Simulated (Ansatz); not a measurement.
For zinc-blende GaAs, PBE-D4 (Ansatz, a quantum-chemistry and plane-wave program, PAW) gives:

```
Item                                    Result
------------------------------  --------------
equilibrium lattice constant a         5.661 Å
enthalpy of formation           -0.303 eV/atom
```

Q: What does HSE06 in Ansatz (PAW) give for the same quantities?

A: 
- lattice constant a: 5.683 Å (grows by 0.4 %)
- formation enthalpy: -0.452 eV/atom (moves by -0.149 eV/atom)

For comparison: lattice constant a 5.64 Å (measured, static lattice: zero-point anharmonic expansion removed; as tabulated in Mejia-Rodriguez and Trickey (2018), arXiv:1807.09216); formation enthalpy -0.37 eV/atom (measured, 298 K, no zero-point or thermal correction, sources range from -0.384 to -0.368; as tabulated in Zhang et al. (2018), doi:10.1038/s41524-018-0065-z).

Changes are worked out from the printed values.

Unless a cell is named, each level is at its own relaxed cell (PBE-D4 22.68, HSE06 22.94 Å³/atom).

Caveats: hybrids on metals are sensitive to the k mesh and can open a false gap (HSE06). Ansatz's density-functional and Hartree–Fock values are scalar-relativistic unless marked +SOC, with PAW data made under PBE.
